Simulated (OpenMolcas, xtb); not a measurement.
# How methods differ on CH2BN (SMILES BC#N)

The species is CH2BN (5 atoms), meant as a singlet with charge 0. As SMILES, `BC#N`. The shape is that of a PBE0-D4/def2-TZVP optimisation.

```xyz
5

B    -0.2192    0.4413   -0.3419
C     0.3527   -0.6967    0.4907
N     0.7865   -1.5596    1.1222
H    -0.7443    0.1874   -1.3776
H    -0.1259    1.5540    0.0653
```

Quantity: the dipole moment, in D. The values are calculated.

```tsv
level	kind	program	value (D)
GFN1-xTB	semi-empirical	xtb	2.69
HF/def2-TZVP	Hartree–Fock	OpenMolcas	3.07
SVWN5/def2-TZVP	LDA	OpenMolcas	2.64
BLYP/def2-TZVP	GGA	OpenMolcas	2.57
M06-L/def2-TZVP	meta-GGA	OpenMolcas	2.57
TPSS/def2-TZVP	meta-GGA	OpenMolcas	2.60
B3LYP/def2-TZVP	global hybrid	OpenMolcas	2.71
M06-2X/def2-TZVP	hybrid meta-GGA	OpenMolcas	2.85
```

The values span 2.57 to 3.07 D. Magnitudes only.
